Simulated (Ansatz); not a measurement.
Ansatz (a program for electronic structure) input (RI-MP2/def2-TZVPP):
A basis named .json is the Basis Set Exchange file of that set.

Ansatz 0.2 input:
```yaml
crystal:
  periodic: [false, false, false]
  atoms:
    - {symbol: O, position_ang: [-0.00000000, -0.00000000, -0.67368277]}
    - {symbol: O, position_ang: [0.00000000, 0.00000000, 0.67368277]}
basis:
  gaussian:
    orbitals: def2-TZVPP
    fitting: {mean_field: def2-universal-jkfit, correlation: def2-TZVPP-RIFIT.json}
total_charge: -1
magnetization: {spin_polarized: true, initial_magnetization: 1}
correlation: {method: mp2, electrons: outside_noble_gas}
```

Output:

```
Functional definition: HF
integrals: 0.01 GiB planned
154 factors; integrals over basis functions are off by at most 8.8e-1 eV
152 factors; integrals over basis functions are off by at most 4.7e-1 eV
mean field: 0.07 GiB planned
mean field evaluation 1: about -4069.8398 eV, gradient 2.4e1 eV
mean field evaluation 2: about -4071.5712 eV, gradient 1.2e1 eV
mean field evaluation 4: about -4072.0060 eV, gradient 5.2e-1 eV
mean field evaluation 8: about -4070.6265 eV, gradient 1.3e1 eV
mean field evaluation 16: about -4072.0065 eV, gradient 1.6e-1 eV
mean field -4072.00911767 eV, -149.6435749674 hartree, gradient 2.2e-6 eV, S^2 0.779350; 4 other end points of the search recorded, 0 dependent functions left out
2 core orbitals not correlated
reference -4072.00911767 eV, -149.6435749674 hartree; 7, 6 occupied and 53, 54 virtual orbitals, 152 factors
second order -12.72705695 eV of doubles, -0.00000000 eV of singles
Total energy: -4084.73617462 eV, -150.1112856836 hartree
```
